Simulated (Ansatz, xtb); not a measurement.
Two isomers of C3H5NO

Structure a: `C=CC(N)=O`, a singlet. Structure b: `C/C=N/C=O`, a singlet. Both are isolated molecules in the gas phase, relaxed with r2SCAN-D4/def2-SVP, each in the lowest conformer that the search found.

Quicker runs give these differences E(b) − E(a): GFN2-xTB −0.4 kcal/mol; HF/STO-3G +4.7 kcal/mol (at GFN2-xTB geometries); r2SCAN-D4/def2-SVP//GFN2-xTB +15.5 kcal/mol.

Task: Estimate E(b) − E(a) at the level CCSD(T)/def2-SVP + ΔMP2/def2-TZVPP.

Result: Calculated at CCSD(T)/def2-SVP + ΔMP2/def2-TZVPP: E(b) − E(a) = +12.2 kcal/mol, so structure a lies lower.

The same difference at several levels:

```csv
level,geometry,E(b) − E(a) (kcal/mol),departure from the last row (kcal/mol),"job, with rough time for the two"
GFN2-xTB,GFN2-xTB,−0.4,−12.6,"optimisation, 0.26 s"
HF/STO-3G,GFN2-xTB,+4.7,−7.4,"single point, 0.42 s"
r2SCAN-D4/def2-SVP//GFN2-xTB,GFN2-xTB,+15.5,+3.3,"single point, 2.5 s"
r2SCAN-D4/def2-SVP,r2SCAN-D4/def2-SVP,+13.3,+1.1,"optimisation, 38 s"
HF/def2-SVP,r2SCAN-D4/def2-SVP,+12.5,+0.3,part of the CCSD(T) run
MP2/def2-SVP,r2SCAN-D4/def2-SVP,+11.0,−1.2,part of the CCSD(T) run
CCSD(T)/def2-SVP,r2SCAN-D4/def2-SVP,+10.1,−2.1,single point
CCSD(T)/def2-SVP + ΔMP2/def2-TZVPP,r2SCAN-D4/def2-SVP,+12.2,,"single point, 24 s"
```

As drawn, b has 1 C=N, 2 C–H in place of 1 C=C, 2 N–H.

GFN2-xTB finds them nearly level. The largest departure from CCSD(T)/def2-SVP + ΔMP2/def2-TZVPP is that of GFN2-xTB, 12.6 kcal/mol. The last row adds to CCSD(T) the change of the MP2 difference between the two basis sets, here +2.1 kcal/mol.

With harmonic frequencies from r2SCAN-D4/def2-SVP (ideal gas, rigid rotor, one conformer each, 298.15 K, 1 atm): on the last row, ΔE + ΔZPE = +11.3, ΔH = +11.4, ΔG = +11.0 kcal/mol.

The correlated steps freeze 5 core orbitals. Mirror images aren't counted in ΔG. Programs: Ansatz 0.2.0, xtb 6.7.1; the last row on 2 threads of Intel(R) Xeon(R) Processor on a shared host.
